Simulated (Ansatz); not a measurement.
Abridged output of a molecular run in Ansatz:

```
Functional definition: HF
1244 factors; integrals over basis functions are off by at most 1.1e-3 eV
mean field evaluation 1: about -8888.3758 eV, gradient 4.4e1 eV
mean field evaluation 2: about -8888.6483 eV, gradient 4.4e1 eV
mean field evaluation 4: about -8892.2758 eV, gradient 4.4e0 eV
mean field evaluation 8: about -8892.3463 eV, gradient 5.0e-1 eV
mean field evaluation 16: about -8892.3482 eV, gradient 2.5e-6 eV
mean field -8892.34817966 eV, -326.7877681524 hartree, gradient 2.5e-6 eV, S^2 0.000000; 0 other end points of the search recorded, 0 dependent functions left out
5 core orbitals not correlated: weight in the atoms' cores, before any rotation towards them, 1.000 or more for the frozen orbitals, at most 0.000 for the correlated occupied ones
reference -8892.34817966 eV, -326.7877681524 hartree; 15, 15 occupied and 177, 177 virtual orbitals, 1244 factors
second order -28.08371519 eV of doubles, -0.00000000 eV of singles
cycle   1  -27.60588812 eV  change    4.8e-1 eV  update   1.2e-1
cycle   2  -28.29234869 eV  change   -6.9e-1 eV  update   3.7e-2
cycle   3  -28.45800564 eV  change   -1.7e-1 eV  update   1.9e-2
cycle   4  -28.43398295 eV  change    2.4e-2 eV  update   4.4e-3
cycle   5  -28.43195712 eV  change    2.0e-3 eV  update   1.9e-3
cycle   6  -28.43339455 eV  change   -1.4e-3 eV  update   5.4e-4
cycle   7  -28.43308542 eV  change    3.1e-4 eV  update   1.9e-4
cycle   8  -28.43291296 eV  change    1.7e-4 eV  update   6.3e-5
cycle   9  -28.43292262 eV  change   -9.7e-6 eV  update   2.6e-5
perturbative correction -1.10252410 eV, -0.0405170132 hartree
Total energy: -8921.88362638 eV, -327.8731757996 hartree
```

Its atoms:

Z-matrix (Å, degrees):
```
C
F 1 1.360
O 1 1.402 2 109.3
H 1 1.090 2 108.8 3 -115.6
H 1 1.091 2 108.6 3 120.9
C 3 1.349 1 116.4 2 86.4
O 6 1.190 3 125.9 1 2.0
H 6 1.098 3 108.7 1 -178.5
```

(1) Which basis set was used?
A. def2-TZVPP
B. def2-QZVPP
C. def2-SVP
D. cc-pV(D+d)Z

(2) Write the keys of the input that set method, charge and spin (a neutral closed shell needs none for the last two).

## Answers

(1) A. It gives 197 functions.

(2) 
```yaml
correlation: {method: ccsd_t}
```
